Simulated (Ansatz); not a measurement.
# AlPN (quartet): wB97M-V, B2PLYP over vertical spin and charge gaps, def2-QZVPP

Aim: run AlPN (quartet) with these functionals over vertical spin and charge gaps, and hold them against the top wave-function level at the same points.

Method: def2-QZVPP, all electrons in the functionals, frozen cores in the correlation of double hybrids and RPA; program: Ansatz 0.2.0, Gaussian basis.

Plan: wB97M-V, B2PLYP, at charge 0, quartet; charge 0, doublet; charge 0, sextet; charge 1, triplet; charge 1, quintet.

5 further runs of the same task are left out: 1 that didn't finish, 4 set aside as unsound or not needed. Runs told in other sessions of the task aren't counted.

## (1) The system

The geometry is a PBE0/def2-TZVP stationary point (not a proven minimum).

3 atoms, charge 0, spin multiplicity 4.

Atoms are counted from 1 here; the program's logs count them from 0.

Bond lengths: N1–Al2 1.817 Å, Al2–P3 2.195 Å. Angles: N1–Al2–P3 180.0°.

As a file:

```tsv
atom	x (Å)	y (Å)	z (Å)
N1	0.00000	0.00000	-1.94300
Al2	0.00000	0.00000	-0.12620
P3	0.00000	0.00000	2.06920
```

No dispersion term is added; wB97M-V holds VV10 nonlocal correlation.

The geometry shown and the zero of energy belong to the point charge 0, quartet. The yardstick, UCCSD(T), and other wave-function levels (R restricted, U unrestricted, valence and pair active spaces) come from earlier runs.

## (2) wB97M-V, charge 0, quartet

in.yaml reads:

```yaml
crystal:
  periodic: [false, false, false]
  atoms:
    - {symbol: N, position_ang: [0.000000, 0.000000, -1.943000]}
    - {symbol: Al, position_ang: [0.000000, 0.000000, -0.126200]}
    - {symbol: P, position_ang: [0.000000, 0.000000, 2.069200]}
basis:
  gaussian: {orbitals: "def2-QZVPP.json"}
magnetization: {spin_polarized: true, initial_magnetization: 3}
hamiltonian: {xc: {name: wB97M-V}}
output: {orbitals: {seedname: orbitals}}
```

Launch:

```sh
ansatz run in.yaml --threads 1 --pin off --events-out ev --progress --plain --max-ram 2393MiB
```

Standard output, shortened:

```text
Functional definition: wB97M-V
  name "wB97M-V"
  cite "Mardirossian & Head-Gordon, J. Chem. Phys. 144, 214110 (2016) doi:10.1063/1.4952647"
  cite "Becke, J. Chem. Phys. 107, 8554 (1997) doi:10.1063/1.475007"
  cite "Vydrov & Van Voorhis, J. Chem. Phys. 133, 244103 (2010) doi:10.1063/1.3521275"
  # Of w^i u^j: cxij and so on, Table III.
[...]
  gx(w, u) = 1 - cx + cx01*u + cx10*w
  gss(w, u) = css00 + css04*u^4 + css10*w + css20*w^2 + css43*w^4*u^3
  gos(w, u) = cos00 + cos10*w + (cos20 + cos21*u)*w^2 + (cos60 + cos61*u)*w^6
[...]
      + integral(e_c_pw_mod_opposite_spin*gos(b97_w_opposite, b97_u_opposite)) + vv10(b, c)
871 factors; their error is unknown
192 factors; integrals over basis functions are off by at most 2.0e-5 eV
[...]
mean field -17370.81765043 eV, -638.3657742903 hartree, gradient 7.5e-6 eV, S^2 3.813215; 7 other end points of the search recorded, 0 dependent functions left out
reference -17370.81769798 eV, -638.3657760378 hartree; 19, 16 occupied and 178, 181 virtual orbitals, 871 factors
Total energy: -17370.81769798 eV, -638.3657760378 hartree
```

Run time: 2.6 min. Hardware: 1 thread of Arm Neoverse V2, shared host; peak memory 0.76 GiB.

From the report: ⟨S²⟩ of the determinant 3.813 (pure quartet: 3.75).

## (3) wB97M-V, charge 0, doublet

in.yaml: that of step 2 with these lines changed.

```diff
@@ -8,3 +8,3 @@
   gaussian: {orbitals: "def2-QZVPP.json"}
-magnetization: {spin_polarized: true, initial_magnetization: 3}
+magnetization: {spin_polarized: true, initial_magnetization: 1}
 hamiltonian: {xc: {name: wB97M-V}}
```

Launched as before.

Standard output, shortened:

```text
Functional definition: wB97M-V
  name "wB97M-V"
  cite "Mardirossian & Head-Gordon, J. Chem. Phys. 144, 214110 (2016) doi:10.1063/1.4952647"
  cite "Becke, J. Chem. Phys. 107, 8554 (1997) doi:10.1063/1.475007"
  cite "Vydrov & Van Voorhis, J. Chem. Phys. 133, 244103 (2010) doi:10.1063/1.3521275"
  # Of w^i u^j: cxij and so on, Table III.
[...]
  gx(w, u) = 1 - cx + cx01*u + cx10*w
  gss(w, u) = css00 + css04*u^4 + css10*w + css20*w^2 + css43*w^4*u^3
  gos(w, u) = cos00 + cos10*w + (cos20 + cos21*u)*w^2 + (cos60 + cos61*u)*w^6
[...]
      + integral(e_c_pw_mod_opposite_spin*gos(b97_w_opposite, b97_u_opposite)) + vv10(b, c)
871 factors; their error is unknown
192 factors; integrals over basis functions are off by at most 2.0e-5 eV
[...]
mean field -17370.81575045 eV, -638.3657044674 hartree, gradient 1.7e-5 eV, S^2 1.734169; 10 other end points of the search recorded, 0 dependent functions left out
reference -17370.81579853 eV, -638.3657062342 hartree; 18, 17 occupied and 179, 180 virtual orbitals, 871 factors
Total energy: -17370.81579853 eV, -638.3657062342 hartree
```

Wall time 3.9 min (1 thread of Arm Neoverse V2, shared host); peak memory 0.8 GiB.

From the report: ⟨S²⟩ of the determinant 1.734 (pure doublet: 0.75). The determinant of wB97M-V (⟨S²⟩ 1.73) is far from a pure spin state, so its energy mixes those of several spin states; that is harmless only where they are near-degenerate.

From charge 0, quartet: +0.002 eV.

## (4) wB97M-V, charge 0, sextet

in.yaml: that of step 3 with these lines changed.

```diff
@@ -8,3 +8,3 @@
   gaussian: {orbitals: "def2-QZVPP.json"}
-magnetization: {spin_polarized: true, initial_magnetization: 1}
+magnetization: {spin_polarized: true, initial_magnetization: 5}
 hamiltonian: {xc: {name: wB97M-V}}
```

The command is unchanged.

Standard output, shortened:

```text
Functional definition: wB97M-V
  name "wB97M-V"
  cite "Mardirossian & Head-Gordon, J. Chem. Phys. 144, 214110 (2016) doi:10.1063/1.4952647"
  cite "Becke, J. Chem. Phys. 107, 8554 (1997) doi:10.1063/1.475007"
  cite "Vydrov & Van Voorhis, J. Chem. Phys. 133, 244103 (2010) doi:10.1063/1.3521275"
  # Of w^i u^j: cxij and so on, Table III.
[...]
  gx(w, u) = 1 - cx + cx01*u + cx10*w
  gss(w, u) = css00 + css04*u^4 + css10*w + css20*w^2 + css43*w^4*u^3
  gos(w, u) = cos00 + cos10*w + (cos20 + cos21*u)*w^2 + (cos60 + cos61*u)*w^6
[...]
      + integral(e_c_pw_mod_opposite_spin*gos(b97_w_opposite, b97_u_opposite)) + vv10(b, c)
871 factors; their error is unknown
192 factors; integrals over basis functions are off by at most 2.0e-5 eV
[...]
mean field -17368.77147425 eV, -638.2905787026 hartree, gradient 2.6e-5 eV, S^2 8.757657; 3 other end points of the search recorded, 0 dependent functions left out
reference -17368.77151263 eV, -638.2905801129 hartree; 20, 15 occupied and 177, 182 virtual orbitals, 871 factors
Total energy: -17368.77151263 eV, -638.2905801129 hartree
```

Wall time 1.8 min (1 thread of Arm Neoverse V2, shared host); peak memory 0.8 GiB.

From the report: ⟨S²⟩ of the determinant 8.758 (pure sextet: 8.75).

From charge 0, quartet: +2.046 eV.

## (5) wB97M-V, charge 1, triplet

in.yaml: that of step 4 with these lines changed.

```diff
@@ -8,3 +8,4 @@
   gaussian: {orbitals: "def2-QZVPP.json"}
-magnetization: {spin_polarized: true, initial_magnetization: 5}
+total_charge: 1
+magnetization: {spin_polarized: true, initial_magnetization: 2}
 hamiltonian: {xc: {name: wB97M-V}}
```

Same command.

Standard output, shortened:

```text
Functional definition: wB97M-V
  name "wB97M-V"
  cite "Mardirossian & Head-Gordon, J. Chem. Phys. 144, 214110 (2016) doi:10.1063/1.4952647"
  cite "Becke, J. Chem. Phys. 107, 8554 (1997) doi:10.1063/1.475007"
  cite "Vydrov & Van Voorhis, J. Chem. Phys. 133, 244103 (2010) doi:10.1063/1.3521275"
  # Of w^i u^j: cxij and so on, Table III.
[...]
  gx(w, u) = 1 - cx + cx01*u + cx10*w
  gss(w, u) = css00 + css04*u^4 + css10*w + css20*w^2 + css43*w^4*u^3
  gos(w, u) = cos00 + cos10*w + (cos20 + cos21*u)*w^2 + (cos60 + cos61*u)*w^6
[...]
      + integral(e_c_pw_mod_opposite_spin*gos(b97_w_opposite, b97_u_opposite)) + vv10(b, c)
871 factors; their error is unknown
192 factors; integrals over basis functions are off by at most 2.0e-5 eV
[...]
mean field -17362.49050867 eV, -638.0597574750 hartree, gradient 6.5e-6 eV, S^2 2.996716; 11 other end points of the search recorded, 0 dependent functions left out
reference -17362.49055369 eV, -638.0597591294 hartree; 18, 16 occupied and 179, 181 virtual orbitals, 871 factors
Total energy: -17362.49055369 eV, -638.0597591294 hartree
```

It took 3.3 min on 1 thread of Arm Neoverse V2, shared host; peak memory 0.79 GiB.

From the report: ⟨S²⟩ of the determinant 2.997 (pure triplet: 2.00). The determinant of wB97M-V (⟨S²⟩ 3.00) is far from a pure spin state, so its energy mixes those of several spin states; that is harmless only where they are near-degenerate.

From charge 0, quartet: +8.327 eV.

## (6) wB97M-V, charge 1, quintet

in.yaml: that of step 5 with these lines changed.

```diff
@@ -9,3 +9,3 @@
 total_charge: 1
-magnetization: {spin_polarized: true, initial_magnetization: 2}
+magnetization: {spin_polarized: true, initial_magnetization: 4}
 hamiltonian: {xc: {name: wB97M-V}}
```

Launched as before.

Standard output, shortened:

```text
Functional definition: wB97M-V
  name "wB97M-V"
  cite "Mardirossian & Head-Gordon, J. Chem. Phys. 144, 214110 (2016) doi:10.1063/1.4952647"
  cite "Becke, J. Chem. Phys. 107, 8554 (1997) doi:10.1063/1.475007"
  cite "Vydrov & Van Voorhis, J. Chem. Phys. 133, 244103 (2010) doi:10.1063/1.3521275"
  # Of w^i u^j: cxij and so on, Table III.
[...]
  gx(w, u) = 1 - cx + cx01*u + cx10*w
  gss(w, u) = css00 + css04*u^4 + css10*w + css20*w^2 + css43*w^4*u^3
  gos(w, u) = cos00 + cos10*w + (cos20 + cos21*u)*w^2 + (cos60 + cos61*u)*w^6
[...]
      + integral(e_c_pw_mod_opposite_spin*gos(b97_w_opposite, b97_u_opposite)) + vv10(b, c)
871 factors; their error is unknown
192 factors; integrals over basis functions are off by at most 2.0e-5 eV
[...]
mean field -17362.85091327 eV, -638.0730020997 hartree, gradient 3.6e-5 eV, S^2 6.009107; 2 other end points of the search recorded, 0 dependent functions left out
reference -17362.85095807 eV, -638.0730037462 hartree; 19, 15 occupied and 178, 182 virtual orbitals, 871 factors
Total energy: -17362.85095807 eV, -638.0730037462 hartree
```

Run time: 69 s. Hardware: 1 thread of Arm Neoverse V2, shared host; peak memory 0.64 GiB.

From the report: ⟨S²⟩ of the determinant 6.009 (pure quintet: 6.00).

From charge 0, quartet: +7.967 eV.

## (7) B2PLYP, charge 0, quartet

in.yaml reads:

```yaml
crystal:
  periodic: [false, false, false]
  atoms:
    - {symbol: N, position_ang: [0.000000, 0.000000, -1.943000]}
    - {symbol: Al, position_ang: [0.000000, 0.000000, -0.126200]}
    - {symbol: P, position_ang: [0.000000, 0.000000, 2.069200]}
basis:
  gaussian: {orbitals: "def2-QZVPP.json"}
magnetization: {spin_polarized: true, initial_magnetization: 3}
hamiltonian: {xc: {name: B2PLYP}}
correlation: {electrons: outside_noble_gas}
```

Launched as before.

Standard output, shortened:

```text
Functional definition: B2PLYP
  name "B2PLYP"
  cite "Grimme, J. Chem. Phys. 124, 034108 (2006) doi:10.1063/1.2148954"
  cite "Becke, Phys. Rev. A 38, 3098 (1988) doi:10.1103/PhysRevA.38.3098"
  cite "Lee, Yang & Parr, Phys. Rev. B 37, 785 (1988) doi:10.1103/PhysRevB.37.785"
[...]
1183 factors; integrals over basis functions are off by at most 8.8e-4 eV
[...]
mean field -17361.80381650 eV, -638.0345220030 hartree, gradient 2.3e-6 eV, S^2 3.857598; 9 other end points of the search recorded, 0 dependent functions left out
11 core orbitals not correlated: weight in the atoms' cores, before any rotation towards them, 1.000 or more for the frozen orbitals, at most 0.000 for the correlated occupied ones
reference -17361.80395428 eV, -638.0345270663 hartree; 8, 5 occupied and 178, 181 virtual orbitals, 1183 factors
second order -11.46478221 eV of doubles, -0.00000000 eV of singles
Total energy: -17364.89944548 eV, -638.1482842696 hartree
```

Run time: 74 s. Hardware: 1 thread of Arm Neoverse V2, shared host; peak memory 0.58 GiB.

From the report: ⟨S²⟩ of the determinant 3.858 (pure quartet: 3.75).

## (8) B2PLYP, charge 0, doublet

in.yaml: that of step 7 with these lines changed.

```diff
@@ -8,3 +8,3 @@
   gaussian: {orbitals: "def2-QZVPP.json"}
-magnetization: {spin_polarized: true, initial_magnetization: 3}
+magnetization: {spin_polarized: true, initial_magnetization: 1}
 hamiltonian: {xc: {name: B2PLYP}}
```

Launched as before.

Standard output, shortened:

```text
Functional definition: B2PLYP
  name "B2PLYP"
  cite "Grimme, J. Chem. Phys. 124, 034108 (2006) doi:10.1063/1.2148954"
  cite "Becke, Phys. Rev. A 38, 3098 (1988) doi:10.1103/PhysRevA.38.3098"
  cite "Lee, Yang & Parr, Phys. Rev. B 37, 785 (1988) doi:10.1103/PhysRevB.37.785"
[...]
1183 factors; integrals over basis functions are off by at most 8.8e-4 eV
[...]
mean field -17361.77930467 eV, -638.0336212100 hartree, gradient 3.1e-6 eV, S^2 1.762105; 12 other end points of the search recorded, 0 dependent functions left out
11 core orbitals not correlated: weight in the atoms' cores, before any rotation towards them, 1.000 or more for the frozen orbitals, at most 0.000 for the correlated occupied ones
reference -17361.77944143 eV, -638.0336262358 hartree; 7, 6 occupied and 179, 180 virtual orbitals, 1183 factors
second order -11.45191973 eV of doubles, -0.00000000 eV of singles
Total energy: -17364.87145976 eV, -638.1472558135 hartree
```

It took 1.8 min on 1 thread of Arm Neoverse V2, shared host; peak memory 0.67 GiB.

From the report: ⟨S²⟩ of the determinant 1.762 (pure doublet: 0.75). The determinant of B2PLYP (⟨S²⟩ 1.76) is far from a pure spin state, so its energy mixes those of several spin states; that is harmless only where they are near-degenerate.

From charge 0, quartet: +0.028 eV.

## (9) B2PLYP, charge 0, sextet

in.yaml: that of step 8 with these lines changed.

```diff
@@ -8,3 +8,3 @@
   gaussian: {orbitals: "def2-QZVPP.json"}
-magnetization: {spin_polarized: true, initial_magnetization: 1}
+magnetization: {spin_polarized: true, initial_magnetization: 5}
 hamiltonian: {xc: {name: B2PLYP}}
```

Same command.

Standard output, shortened:

```text
Functional definition: B2PLYP
  name "B2PLYP"
  cite "Grimme, J. Chem. Phys. 124, 034108 (2006) doi:10.1063/1.2148954"
  cite "Becke, Phys. Rev. A 38, 3098 (1988) doi:10.1103/PhysRevA.38.3098"
  cite "Lee, Yang & Parr, Phys. Rev. B 37, 785 (1988) doi:10.1103/PhysRevB.37.785"
[...]
1183 factors; integrals over basis functions are off by at most 8.8e-4 eV
[...]
mean field -17359.88187809 eV, -637.9638920693 hartree, gradient 6.8e-7 eV, S^2 8.763679; 9 other end points of the search recorded, 0 dependent functions left out
11 core orbitals not correlated: weight in the atoms' cores, before any rotation towards them, 1.000 or more for the frozen orbitals, at most 0.000 for the correlated occupied ones
reference -17359.88200797 eV, -637.9638968421 hartree; 9, 4 occupied and 177, 182 virtual orbitals, 1183 factors
second order -10.25724740 eV of doubles, -0.00000000 eV of singles
Total energy: -17362.65146476 eV, -638.0656725022 hartree
```

It took 60 s on 1 thread of Arm Neoverse V2, shared host; peak memory 0.6 GiB.

From the report: ⟨S²⟩ of the determinant 8.764 (pure sextet: 8.75).

From charge 0, quartet: +2.248 eV.

## (10) B2PLYP, charge 1, triplet

in.yaml: that of step 9 with these lines changed.

```diff
@@ -8,3 +8,4 @@
   gaussian: {orbitals: "def2-QZVPP.json"}
-magnetization: {spin_polarized: true, initial_magnetization: 5}
+total_charge: 1
+magnetization: {spin_polarized: true, initial_magnetization: 2}
 hamiltonian: {xc: {name: B2PLYP}}
```

Same command.

Standard output, shortened:

```text
Functional definition: B2PLYP
  name "B2PLYP"
  cite "Grimme, J. Chem. Phys. 124, 034108 (2006) doi:10.1063/1.2148954"
  cite "Becke, Phys. Rev. A 38, 3098 (1988) doi:10.1103/PhysRevA.38.3098"
  cite "Lee, Yang & Parr, Phys. Rev. B 37, 785 (1988) doi:10.1103/PhysRevB.37.785"
[...]
1183 factors; integrals over basis functions are off by at most 8.8e-4 eV
[...]
mean field -17353.96132662 eV, -637.7463158157 hartree, gradient 1.4e-6 eV, S^2 3.014118; 12 other end points of the search recorded, 0 dependent functions left out
11 core orbitals not correlated: weight in the atoms' cores, before any rotation towards them, 1.000 or more for the frozen orbitals, at most 0.000 for the correlated occupied ones
reference -17353.96146982 eV, -637.7463210785 hartree; 7, 5 occupied and 179, 181 virtual orbitals, 1183 factors
second order -9.52883042 eV of doubles, -0.00000000 eV of singles
Total energy: -17356.53425404 eV, -637.8408691544 hartree
```

It took 1.7 min on 1 thread of Arm Neoverse V2, shared host; peak memory 0.66 GiB.

From the report: ⟨S²⟩ of the determinant 3.014 (pure triplet: 2.00). The determinant of B2PLYP (⟨S²⟩ 3.01) is far from a pure spin state, so its energy mixes those of several spin states; that is harmless only where they are near-degenerate.

From charge 0, quartet: +8.365 eV.

## (11) B2PLYP, charge 1, quintet

in.yaml: that of step 10 with these lines changed.

```diff
@@ -9,3 +9,3 @@
 total_charge: 1
-magnetization: {spin_polarized: true, initial_magnetization: 2}
+magnetization: {spin_polarized: true, initial_magnetization: 4}
 hamiltonian: {xc: {name: B2PLYP}}
```

Launched as before.

Standard output, shortened:

```text
Functional definition: B2PLYP
  name "B2PLYP"
  cite "Grimme, J. Chem. Phys. 124, 034108 (2006) doi:10.1063/1.2148954"
  cite "Becke, Phys. Rev. A 38, 3098 (1988) doi:10.1103/PhysRevA.38.3098"
  cite "Lee, Yang & Parr, Phys. Rev. B 37, 785 (1988) doi:10.1103/PhysRevB.37.785"
[...]
1183 factors; integrals over basis functions are off by at most 8.8e-4 eV
[...]
mean field -17354.21481528 eV, -637.7556313521 hartree, gradient 1.4e-6 eV, S^2 6.016179; 3 other end points of the search recorded, 0 dependent functions left out
11 core orbitals not correlated: weight in the atoms' cores, before any rotation towards them, 1.000 or more for the frozen orbitals, at most 0.000 for the correlated occupied ones
reference -17354.21495943 eV, -637.7556366498 hartree; 8, 4 occupied and 178, 182 virtual orbitals, 1183 factors
second order -9.54629731 eV of doubles, -0.00000000 eV of singles
Total energy: -17356.79245971 eV, -637.8503580377 hartree
```

It took 33 s on 1 thread of Arm Neoverse V2, shared host; peak memory 0.58 GiB.

From the report: ⟨S²⟩ of the determinant 6.016 (pure quintet: 6.00).

From charge 0, quartet: +8.107 eV.

## (12) The comparison

No level is safe as a reference over these points; UCCSD(T) serves as a yardstick only. It comes from earlier runs at the same points. Energies in eV, counted from charge 0, quartet; blanks weren't run or aren't comparable.

```tsv
level	quartet to doublet	quartet to sextet	ionisation to the triplet cation	ionisation to the quintet cation
UCCSD(T)		2.178		8.148
wB97M-V	0.002	2.046	8.327	7.967
B2PLYP	0.028	2.248	8.365	8.107
```

Largest miss and mean time a point (UCCSD(T) took 1.8 min a point; shared hosts):

```tsv
level	largest miss (eV)	where	time a point
wB97M-V	-0.182	ionisation to the quintet cation	2.6 min
B2PLYP	+0.070	quartet to sextet	74 s
```

## (13) What came out

| quantity | value |
| --- | --- |
| quartet to sextet, UCCSD(T) | 2.178 eV |
| ionisation to the quintet cation, UCCSD(T) | 8.148 eV |
| largest miss, wB97M-V | -0.182 eV (ionisation to the quintet cation) |
| largest miss, B2PLYP | +0.070 eV (quartet to sextet) |

In words: Misses are known at 2 of 4 points at best, and only functionals with that many are ranked. Of the functionals, B2PLYP keep the smallest largest miss at the points compared (at most 0.070 eV) and wB97M-V strays most (0.182 eV, at ionisation to the quintet cation). wB97M-V, B2PLYP clearly break the spin symmetry at some points (⟨S²⟩ up to 1.01 above the pure value), so energy there is bought with a mixed spin. Functionals and the yardstick converge differently with the basis, so part of each miss in def2-QZVPP is the basis. The yardstick itself may be off where one determinant is a poor start.
